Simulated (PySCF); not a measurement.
**singlet SiH2F+ at 4 levels**

We compute a comparison of 4 runs (B2PLYP/STO-3G, wB97X-V/STO-3G, BCCD(T)/STO-3G, QCISD(T)/STO-3G) of singlet SiH2F+. The job is set up through a Python script.

Program for the calculation: PySCF 2.14.0.

8 further runs of the same task are left out: 8 set aside as unsound or not needed.

## Step 1: The system as given

SiH2F+: 4 atoms, total charge +1, spin state singlet. SMILES of the parent species: `F[SiH2]`. The shape is that of a GFN2-xTB optimisation. That shape belongs to the parent species and isn't relaxed for this state.

Bond lengths: F1–Si2 1.621 Å, Si2–H3 1.448 Å, Si2–H4 1.448 Å. Angles: F1–Si2–H3 104.7°, F1–Si2–H4 104.7°, H3–Si2–H4 120.2°.

## Step 2: The energy at B2PLYP/STO-3G (run 1)

job.py reads:

```python
from pyscf import gto, dft, mp

mol = gto.Mole()
mol.atom = [
    ('F', (1.205590, 0.647540, -0.425510)),
    ('Si', (-0.122150, -0.264920, -0.246870)),
    ('H', (-1.219930, 0.678520, -0.261640)),
    ('H', (0.136490, -1.061140, 0.934020)),
]
mol.charge = 1
mol.max_memory = 1860
mol.basis = 'sto-3g'
mol.verbose = 3
mol.build()

myscf = dft.RKS(mol)
myscf.xc = '0.53*HF + 0.47*B88, 0.73*LYP'
myscf.grids.level = 5
myscf.conv_tol = 1e-10
myscf.kernel()
if not myscf.converged:
    myscf = myscf.newton().run(myscf.mo_coeff, myscf.mo_occ)

pt = mp.MP2(myscf, frozen=6).run()
e_tot = myscf.e_tot + 0.27 * pt.e_corr
print('PT2 part  %.8f' % (0.27 * pt.e_corr))
print('E(%s) = %.9f' % ('B2PLYP', e_tot))
```

Command:

```bash
$ OMP_NUM_THREADS=1 python job.py
```

The log of the run:

```text
converged SCF energy = -385.163756411714
E(RMP2) = -385.280028330873  E_corr = -0.116271919159143
E(SCS-RMP2) = -385.286315753298  E_corr = -0.12255934158397
PT2 part  -0.03139342
E(B2PLYP) = -385.195149830
```

It took 2.1 s on 1 thread of Arm Neoverse V2, shared host; peak memory 0.18 GiB.

## Step 3: The energy at wB97X-V/STO-3G (run 2)

start.xyz reads:

```xyz
4
FH2Si
F      1.205590     0.647540    -0.425510
Si    -0.122150    -0.264920    -0.246870
H     -1.219930     0.678520    -0.261640
H      0.136490    -1.061140     0.934020
```

job.py reads:

```python
from pyscf import gto, dft

mol = gto.Mole()
mol.atom = 'start.xyz'
mol.charge = 1
mol.max_memory = 1860
mol.basis = 'sto-3g'
mol.verbose = 4
mol.build()

mf = dft.RKS(mol)
mf.xc = 'wb97x-v'
mf.nlcgrids.level = 1
mf.grids.level = 5
mf.conv_tol = 1e-10
mf.kernel()
if not mf.converged:
    mf = mf.newton().run(mf.mo_coeff, mf.mo_occ)

e_tot = mf.e_tot
print('E(%s) = %.9f' % ('WB97X-V', e_tot))
```

Command:

```bash
$ OMP_NUM_THREADS=1 python job.py
```

The log of the run:

```text
PySCF version 2.14.0

[... 83 lines left out ...]
converged SCF energy = -385.370315293083
E(WB97X-V) = -385.370315293
```

Wall time 11 s (1 thread of Arm Neoverse V2, shared host); peak memory 0.18 GiB.

Run 3 isn't shown in full; the table further down has it.

## Step 4: A single-point energy at QCISD(T)/STO-3G (run 4)

run.py reads:

```python
from pyscf import gto, cc

system = gto.M(
    atom='''
F      2.278235     1.223673    -0.804097
Si    -0.230830    -0.500626    -0.466517
H     -2.305334     1.282217    -0.494428
H      0.257929    -2.005264     1.765042
''',
    unit='bohr',
    verbose=4,
    charge=1,
    basis='sto-3g',
    max_memory=1860,
)

mf = system.RHF()
mf.conv_tol = 1e-10
mf.kernel()
if not mf.converged:
    mf = mf.newton().run(mf.mo_coeff, mf.mo_occ)

mycc = cc.QCISD(mf, frozen=6)
mycc.kernel()
e_t = mycc.qcisd_t()
e_final = mycc.e_tot + e_t
print('E = %.10f Eh' % e_final)
```

Command:

```bash
$ OMP_NUM_THREADS=1 python run.py
```

The log of the run:

```text
PySCF version 2.14.0

[... 60 lines left out ...]
converged SCF energy = -384.531106913368
[... 11 lines left out ...]
Init t2, MP2 energy = -384.603182481358  E_corr(MP2) -0.0720755679901666
[... 14 lines left out ...]
QCISD converged
[... 2 lines left out ...]
E = -384.6372942281 Eh
```

Wall time 0.81 s (1 thread of Arm Neoverse V2, shared host); peak memory 0.12 GiB.

## Step 5: The series

```csv
run,level,frozen core orbitals,nlc grid,energy (Eh),HOMO energy (eV),LUMO energy (eV),HOMO–LUMO gap (eV),wall time
1,B2PLYP/STO-3G,6,–,-385.195150,-16.70,-8.00,8.70,2.1 s
2,wB97X-V/STO-3G,–,1,-385.370315,-17.32,-6.97,10.36,11 s
3,BCCD(T)/STO-3G,6,–,-384.633735,–,–,–,1.1 s
4,QCISD(T)/STO-3G,6,–,-384.637294,-19.32,-5.46,13.87,0.81 s
```

## Step 6: Results

```
                                          quantity          value
                               run 4: total energy  -384.63729 Eh
        run 4: HOMO energy (Hartree–Fock orbitals)      -19.32 eV
        run 4: LUMO energy (Hartree–Fock orbitals)       -5.46 eV
      run 4: HOMO–LUMO gap (Hartree–Fock orbitals)       13.87 eV
run 4: correlation energy (6 core orbitals frozen)     -106.2 mEh
                             run 4: (T) correction      -5.49 mEh
                              run 4: T1 diagnostic          0.048
```

**Reading.** Totals of different functionals can't be ranked against each other. In run 4 the T1 diagnostic is large, so a single reference may not serve. In runs 1, 2, 3, 4 the basis is minimal, so the values are rough. All runs together took 15 s, the longest 11 s.
